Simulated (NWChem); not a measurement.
Everything below was run with NWChem. System: Cl (-1), charge -1, spin multiplicity 1. Level: B2PLYP/def2-TZVPD, 5 core orbitals frozen.

Job file:

```
start mol
memory heap 200 mb stack 900 mb global 1100 mb
charge -1
geometry units angstroms nocenter noautoz
  Cl     0.000000     0.000000     0.000000
  symmetry group D2h
end
basis spherical
  * library def2-tzvpd
end
dft
  xc hfexch 0.53 becke88 0.47 lyp 0.73 mp2 0.27
  dftmp2
  semidirect memsize 60000000 filesize 0
  iterations 100
end
mp2
  freeze core 5
end
task dft energy
```

Part of the output:

```
             Northwest Computational Chemistry Package (NWChem) 7.3.0
             --------------------------------------------------------

                                NWChem Input Module
                                -------------------

 Scaling coordinates for geometry "geometry" by  1.889725989
 (inverse scale =  0.529177249)

                             Geometry "geometry" -> ""
                             -------------------------

 Output coordinates in angstroms (scale by  1.889725989 to convert to a.u.)

  No.       Tag          Charge          X              Y              Z
 ---- ---------------- ---------- -------------- -------------- --------------
    1 Cl                  17.0000     0.00000000     0.00000000     0.00000000

 Effective nuclear repulsion energy (a.u.)       0.0000000000

            Nuclear Dipole moment (a.u.)
            ----------------------------
        X                 Y               Z
 ---------------- ---------------- ----------------
     0.0000000000     0.0000000000     0.0000000000

      Symmetry information
      --------------------

 Group name             D2h
 Group number             26
 Group order               8
 No. of unique centers     1

      Symmetry unique atoms

     1


 Summary of "ao basis" -> "" (spherical)
 ------------------------------------------------------------------------------
       Tag                 Description            Shells   Functions and Types
 ---------------- ------------------------------  ------  ---------------------
 *                         def2-tzvpd                 on all atoms

  dft_input: which_mp2 not specified, using semidirect MP2 by default.

                                 NWChem DFT Module
                                 -----------------

 Summary of "ao basis" -> "ao basis" (spherical)
 ------------------------------------------------------------------------------
       Tag                 Description            Shells   Functions and Types
 ---------------- ------------------------------  ------  ---------------------
 Cl                        def2-tzvpd               16       46   6s6p3d1f
[...]
  ----- ------------  ---------------      ----- ------------  ---------------
    24      1.212864  1 Cl pz                21     -0.549381  1 Cl pz
    15     -0.119848  1 Cl pz                 9      0.057065  1 Cl pz
    12      0.038389  1 Cl pz

 Vector   11  Occ=0.000000D+00  E= 2.320509D-01  Symmetry=b3u
              MO Center=  9.5D-25, -2.1D-33, -1.3D-32, r^2= 1.2D+01
   Bfn.  Coefficient  Atom+Function         Bfn.  Coefficient  Atom+Function
  ----- ------------  ---------------      ----- ------------  ---------------
    22      1.212864  1 Cl px                19     -0.549381  1 Cl px
    13     -0.119848  1 Cl px                 7      0.057065  1 Cl px
    10      0.038389  1 Cl px

 Vector   12  Occ=0.000000D+00  E= 2.320509D-01  Symmetry=b2u
              MO Center= -7.2D-33,  6.7D-24, -1.3D-32, r^2= 1.2D+01
   Bfn.  Coefficient  Atom+Function         Bfn.  Coefficient  Atom+Function
  ----- ------------  ---------------      ----- ------------  ---------------
    23      1.212864  1 Cl py                20     -0.549381  1 Cl py
    14     -0.119848  1 Cl py                 8      0.057065  1 Cl py
    11      0.038389  1 Cl py

                   NWChem MP2 Semi-direct Energy/Gradient Module
                   ---------------------------------------------

  Basis functions       =     46
  Molecular orbitals    =     46
  Frozen core           =      5
  Frozen virtuals       =      0
  Active alpha occupied =      4
  Active beta occupied  =      4
  Active alpha virtual  =     37
  Active beta virtual   =     37
  Use MO symmetry       = T
  Use skeleton AO sym   = T

  AO/Fock/Back tols     =   1.0D-09  1.0D-09  1.0D-09

 GA uses MA = F    GA memory limited = T

 Available:
  local mem=  4.43D+07
 global mem=  1.44D+08
 local disk=  0.00D+00
  mp2_memr nvloc                    37
  nvloc new                    37
   1 passes of   4:        3145728                      11713                    547641.
   1 passes of   4: M     44323324           G      144174968           F      41177596.

 Semi-direct pass number   1 of   1  for RHF alpha+beta  at        0.7s
  vrange nnbf                  1081
  mp2_eaftype                    10  avail_ma_in_mb                   386
 EAF : mp2_eaftype filesize          10     273821.
  mp2_eaf for mointskh                     10
Node 0 wrote      1.3 Mb in      0.0 s     Agg I/O rate:  1076.6 Mb/s
 Done moints_semi at        1.1s
  mp2_eaftype                    10  avail_ma_in_mb                   386
 EAF : mp2_eaftype filesize          10     273821.
  mp2_eaf for kh                    10
 Done maket at        1.1s
 Done multipass loop at        1.1s

          -------------------------------------------
          DFT energy                    -460.087194557355
          Unscaled MP2 energy             -0.244731196015
          Total DFT+MP2 energy          -460.153271980279
          -------------------------------------------

 -----------------------
 Performance information
 -----------------------

 Timer overhead =  1.37D-07 seconds/call

               Nr. of calls         CPU time (s)                 Wall time (s)                GFlops
             ---------------    -------------------     ------------------------------   -------------------
Name         Min   Avg   Max    Min     Avg     Max     Min     Avg     Max   Mx/calls   Min     Max     Sum
mp2: moin     1     1     1   0.40    0.40    0.40     0.40    0.40    0.40    0.40      0.0     0.0     0.0
mp2: make     1     1     1   1.22E-2 1.22E-2 1.22E-2  1.22E-2 1.22E-2 1.22E-2 1.22E-2   0.0     0.0     0.0
mp2: tota     1     1     1   0.47    0.47    0.47     0.47    0.47    0.47    0.47      0.0     0.0     0.0

 The average no. of pstat calls per process was 3.00D+00
 with a timing overhead of 4.10D-07s

 Task  times  cpu:        1.1s     wall:        1.1s

 Total times  cpu:        1.1s     wall:        1.1s
```
